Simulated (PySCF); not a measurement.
# FH: the cost of one run

Computed with PySCF 2.14.0, with density-fitted response routines of our own, on a single molecule in the gas phase. Atoms are numbered from 0 throughout.

**1. The starting structure**

2 atoms, charge 0, multiplicity 1; geometry from: GFN2-xTB. The atoms were then displaced at random by about 0.01 Å, so the start is not that level's minimum.

Bonds of the start (Å): F0–H1 0.96.

**2. Relaxing the molecule at PBE0-D3(BJ)/def2-SVP**

The job: settings as JSON, then the geometry in Å.

```
{"job": {"xc": "PBE0", "basis": "def2-SVP", "d3": "d3bj", "grid": 1, "shake": 0.01, "kind": "geom"}, "charge": 0, "multiplicity": 1}
F      0.487970    -0.028370     0.001240
H     -0.470490    -0.000450    -0.013370
```

The run is started by

```console
> OMP_NUM_THREADS=1 python probes_run.py task.json out
```

The driver reads the jobs from task.json and runs them one after another.

**Question.** How long does this first job take on 1 thread of Arm Neoverse N1, shared host?

About 1.7 s.
